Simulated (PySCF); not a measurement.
**2-butanone: calculation against experiment**

**Measured values to compare with.**

From NIST CCCBDB Release 22 (SRD 101), experimental polarizabilities, for the gas: mean polarisability 8.19 Å³.

The results are set against them at the end.

Compound: 2-butanone, C4H8O.
SMILES with atom numbers: `[CH3:1][CH2:2][C:3]([CH3:4])=[O:5]` (hydrogens: H6, H7, H8 on C1; H9, H10 on C2; H11, H12, H13 on C4)

Geometry (GFN2-xTB, Å), atoms numbered from 1 in this order:
```
atom  x, y, z in Å
C1    -1.8973    0.0987   -0.1273
C2    -0.4316    0.3446   -0.4599
C3     0.5025   -0.2227    0.5900
C4     1.9557   -0.2464    0.1788
O5     0.1246   -0.6216    1.6606
H6    -2.5426    0.5744   -0.8616
H7    -2.1073   -0.9680   -0.1154
H8    -2.1264    0.4976    0.8575
H9    -0.2359    1.4193   -0.5167
H10   -0.1746   -0.0829   -1.4313
H11    2.2405    0.6928   -0.2876
H12    2.5857   -0.4410    1.0424
H13    2.1025   -1.0443   -0.5472
```

The PySCF runs (gas phase, on this GFN2-xTB geometry; no spin–orbit coupling):

```
         level                                                                job  basis functions  wall time
PBE0/def2-SVPD  8 singlets by full TDDFT, 3 Tamm–Dancoff triplets, polarisability              167       16 s
```

Hardware: an Arm Neoverse V1 with one thread, no GPU, shared host.

Results beside the measurements:

**Mean polarisability.** Measured: 8.19 Å³ (NIST CCCBDB Release 22 (SRD 101), experimental polarizabilities).

```
         level  computed (Å³)  computed − measured (Å³)  % (from the printed values)
PBE0/def2-SVPD           7.76                     -0.43                           -5
```

The computed values are static and purely electronic, with core orbitals frozen in the response (1 au = 0.148185 Å³). The table of measured values doesn't say here whether a value is static or optical, or holds a vibrational part. The measurement averages over conformers, the calculation has one.

The geometry is computed, not the measured one. Where a level misses, the cause wasn't examined.
